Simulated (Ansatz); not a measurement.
Sb2O3, treated with r²SCAN in Ansatz (PAW).

Numerical settings: plane-wave cutoff 600 eV, 10×4×8 k mesh (along the axes of the cell as run), Fermi–Dirac smearing 0.03 eV, scalar-relativistic PAW data made under PBE.

Starting structure:

```
O3Sb2
1.0
    4.91100     0.00000     0.00000
    0.00000    12.46400     0.00000
    0.00000     0.00000     5.41200
Sb O
8 12
Direct
  0.54400   0.62800   0.82100
  0.04400   0.37200   0.67900
  0.45600   0.12800   0.67900
  0.95600   0.87200   0.82100
  0.45600   0.37200   0.17900
  0.95600   0.62800   0.32100
  0.54400   0.87200   0.32100
  0.04400   0.12800   0.17900
  0.75000   0.75000   0.97100
  0.25000   0.25000   0.52900
  0.25000   0.25000   0.02900
  0.75000   0.75000   0.47100
  0.64700   0.55800   0.13900
  0.14700   0.44200   0.36100
  0.35300   0.05800   0.36100
  0.85300   0.94200   0.13900
  0.35300   0.44200   0.86100
  0.85300   0.55800   0.63900
  0.64700   0.94200   0.63900
  0.14700   0.05800   0.86100
```

### Question
Into what structure does the relaxation of cell and atoms lead at this level, with the symmetry of the start kept?

### Answer
The volume goes up by 3.3 %; final space group Pccn.
```
O3Sb2
1.0
    5.02707     0.00000     0.00000
    0.00000    12.51889     0.00000
    0.00000     0.00000     5.43778
Sb O
8 12
Cartesian
  2.74690   7.85448   4.46688
  0.23337   4.66441   3.68979
  2.28017   1.59503   3.68979
  4.79371  10.92386   4.46688
  2.28017   4.66441   0.97090
  4.79371   7.85448   1.74799
  2.74690  10.92386   1.74799
  0.23337   1.59503   0.97090
  3.77030   9.38917   5.30383
  1.25677   3.12972   2.85285
  1.25677   3.12972   0.13396
  3.77030   9.38917   2.58494
  3.27766   7.00030   0.77921
  0.76412   5.51859   1.93968
  1.74941   0.74085   1.93968
  4.26295  11.77804   0.77921
  1.74941   5.51859   4.65857
  4.26295   7.00030   3.49811
  3.27766  11.77804   3.49811
  0.76412   0.74085   4.65857
```

Note: the relaxation could not lower the start's symmetry, so the cell can be a saddle point above a distorted one.

Ansatz is a quantum-chemistry and plane-wave program.
